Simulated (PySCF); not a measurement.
# Checking a proposed structure

A compound C$_{6}$H$_{10}$ gives the data below (simulated from a calculation) and was assigned the structure `C#CC(C)(C)C`.

¹³C{¹H} NMR (computed): δ 137.0 (CH, 2C), 29.7 (CH2, 2C), 26.8 (CH2, 2C).

¹H NMR (300 MHz, computed): δ 6.05 (m, 2H), 2.10 (m, 4H), 1.65 (m, 4H).

No solvent model, equivalent nuclei averaged, no relativistic terms, single conformer. Geometry from PBE0-D3(BJ)/def2-TZVP; shieldings: GIAO B97-2/pcSseg-2; PySCF 2.14.

δ = σ(ref) − σ, references computed at the same level: ¹H (31.64 ppm) and ¹³C (185.38 ppm) against TMS.

(1) Compare with the shifts computed for the proposed structure, pairing carbons in order of shift.

(2) Which isomer fits?

Results:

(1) Mapped SMILES: `[CH:1]#[C:2][C:3]([CH3:4])([CH3:5])[CH3:6]`. Each H is labelled by its parent atom.

| atom | computed for proposal | given list | difference |
| --- | --- | --- | --- |
| C2 | 96.8 | 137.0 | -40.2 |
| C1 | 71.5 | 137.0 | -65.5 |
| C4 | 33.4 | 29.7 | +3.7 |
| C5 | 33.4 | 29.7 | +3.7 |
| C6 | 33.4 | 26.8 | +6.6 |
| C3 | 30.7 | 26.8 | +3.9 |

The rms difference is 31.6 ppm and the largest -65.5 ppm at C1 (terminal alkyne carbon). The proposal also would give 4 carbon signals, not 3. The carbon types in order of shift don't match either: C, CH, CH3, CH3, CH3, C for the proposal against CH, CH, CH2, CH2, CH2, CH2 in the data. The proposal doesn't fit.

(2) SMILES C1=CCCCC1.

Carbon types of the structure: 2 × CH, 4 × CH2, which accounts for all hydrogens. δC 137.0: alkene CH; the olefinic region. δC 26.8: sp3 CH2 in a ring; aliphatic region, no heteroatom directly attached. δH 6.05: hydrogen on an alkene CH; a vinylic proton, deshielded by the sp2 carbon and the C=C anisotropy. δH 2.10: hydrogen on an allylic sp3 CH2; allylic position.

This is the structure that produced the data.

Shifts are as computed. Against solution values, carbons near 30 ppm lie about +3 ppm off and those near 130 ppm about +7 ppm. Of 1211 compounds with measured shifts, 218 miss one by over three times the rms of a fit or turn the order of signals round; such compounds aren't used in these exercises. Multiplicities follow the n + 1 count of equivalent neighbours, as no J values were calculated; m marks all less simple cases, F and P coupling included.
